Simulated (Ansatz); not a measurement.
Species: C₄H₆, SMILES `C=CC=C` (C–C–C–C torsion 180°) (charge 0, multiplicity 1).

### Question
Give a relaxed geometry from B3LYP-D3(BJ)/def2-TZVP in Ansatz (an electronic-structure program).

### Answer
This is not unique; one that fits is the end point of this relaxation, one of several conformers (outside a Z-matrix the atoms follow the SMILES, hydrogens last).
Z-matrix (Å, degrees):
```
C
C 1 1.3340
H 2 1.0815 1 121.75
H 2 1.0839 3 116.95 1 180.00
H 1 1.0866 2 119.49 3 0.00
C 1 1.4517 5 116.30 2 180.00
C 6 1.3340 1 124.21 5 0.00
H 7 1.0815 6 121.75 1 -180.00
H 7 1.0839 8 116.95 6 -180.00
H 6 1.0866 7 119.49 8 0.00
```
